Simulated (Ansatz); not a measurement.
Energy needed to pull apart CH3NSi (SMILES C1N=[SiH]1), singlet, into free ground-state atoms, from the structure below (displaced at random from a GFN2-xTB minimum); no zero-point or spin–orbit terms; open-shell atoms are treated unrestricted, in their ground-state multiplicity.

```
6
angstrom
C 0.3524 -0.3979 -0.5570
N -0.6338 -1.0220 0.5127
Si -0.4791 0.5633 0.7615
H -0.0327 -0.4500 -1.6292
H 1.3585 -0.6531 -0.4228
H -0.6550 1.9380 1.3088
```

Ansatz 0.2.0; basis: def2-TZVPP; cores frozen in the correlated methods.

```
      method  atomization energy (kcal/mol)
      PBE-D4                          472.6
   r2SCAN-D4                          453.2
     PBE0-D4                          452.8
    HSE06-D4                          453.5
CAM-B3LYP-D4                              ?
     wB97M-V                          453.9
          HF                          269.6
         MP2                              ?
        CCSD                          421.8
     CCSD(T)                          436.0
```

Problem. What does CAM-B3LYP-D4 give? (Judge from chemistry; the value comes from the calculation.)

Solution. Computed: 451.3 kcal/mol, which is about 15.4 kcal/mol more than CCSD(T)/def2-TZVPP.

Problem. What does MP2 give? (Judge from chemistry; the value comes from the calculation.)

Solution. By the calculation: 447.1 kcal/mol, which is about 11.1 kcal/mol more than CCSD(T)/def2-TZVPP.

In triple zeta the MP2 and coupled-cluster atomization energies are still short of their basis limit by a few kcal/mol a bond, whereas those of the functionals are nearly converged, so these differences are not deviations from converged CCSD(T).

T1 diagnostic: at most 0.024. The restricted Hartree–Fock reference is unstable towards an unrestricted one here.

For scale, one of the runs: CCSD(T)/def2-TZVPP forces, 146 basis functions (an equivalent command: `ansatz run in.yaml --threads 4`). Hardware: 4 CPU threads, shared host. Wall time 27 s; peak host memory 1.6 GiB.
